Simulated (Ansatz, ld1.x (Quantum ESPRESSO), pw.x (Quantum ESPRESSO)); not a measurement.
# hafnium: does the TM potential hold in the solid?

```json
{
  "Element": "Hf",
  "Generator": "ld1.x (Quantum ESPRESSO) 7.5",
  "Type": "norm-conserving Troullier–Martins (Kleinman–Bylander form)",
  "Functional": "PBEsol",
  "Relativity": "scalar-relativistic",
  "Frozen core": "[Xe] 4f14",
  "Valence charge": "4",
  "Reference configuration": "5d2 6s2 6p0",
  "Partial waves": "6s (bound): rc 2.55 bohr; 6p (bound, empty): rc 3.65 bohr; 5d (bound): rc 2.85 bohr",
  "Local potential": "all-electron potential smoothed inside 2.40 bohr (lloc = -2)",
  "Core correction": "a·sin(br)/r model core inside 2.15 bohr"
}
```

Crystal test: sc Hf in pw.x 7.5, no spin, 11³ k-points, Fermi–Dirac smearing 0.01 Ry, cutoffs 50/200 Ry. The reference is all-electron LAPW (Ansatz 0.2.0) with the same functional, mesh and smearing; V0 and B0 come from Birch–Murnaghan fits to the pressures at five volumes. Errors are pseudo minus all-electron; Δ is the rms difference of the E(V) curves that follow from these fits, minima aligned, over ±6 % about the mean V0. Mesh and smearing are coarse, so the numbers serve the comparison and aren't converged zero-temperature values; the lattice is a test structure that the element need not adopt.

All-electron: a0 = 2.868 Å (V0 = 23.60 Å³/atom), B0 = 77.8 GPa.

Q: How far does the potential miss the all-electron equation of state?

A: mean pressure error (GPa): -1.97; a0 (Å): 2.842; a0 error (%): -0.90; B0 error (%): -2.2; Δ (meV/atom): 10.8. The largest radius (3.65 bohr) exceeds half the bond length (2.72 bohr), so the spheres overlap, which is one possible source of error among others. This is a poor potential for the solid. The logarithmic derivative shows an extra or strongly shifted pseudo pole above the reference energy (s near 0.97 Ry).

```json
{"V (Å³/atom)": "22.574", "P all-electron (GPa)": "3.72", "P pseudo (GPa)": "1.34"}
{"V (Å³/atom)": "23.168", "P all-electron (GPa)": "1.48", "P pseudo (GPa)": "-0.66"}
{"V (Å³/atom)": "23.762", "P all-electron (GPa)": "-0.53", "P pseudo (GPa)": "-2.47"}
{"V (Å³/atom)": "24.356", "P all-electron (GPa)": "-2.33", "P pseudo (GPa)": "-4.10"}
{"V (Å³/atom)": "24.950", "P all-electron (GPa)": "-3.95", "P pseudo (GPa)": "-5.58"}
```

Q: At the middle volume, how do free energy and pressure move when the wave cutoff is lowered (ecutrho kept at four times it)?

A:

| cutoff (Ry) | shift of F (meV/atom) | shift of P (GPa) |
| --- | --- | --- |
| 22 | +19.4 | -1.01 |
| 30 | +1.8 | +0.00 |
| 40 | +0.5 | -0.01 |

The run at the middle volume (56 k-points, 7 iterations) took about 3.6 s on one core of a shared host (Neoverse-V1, 32 threads, 247 GiB, load 11).
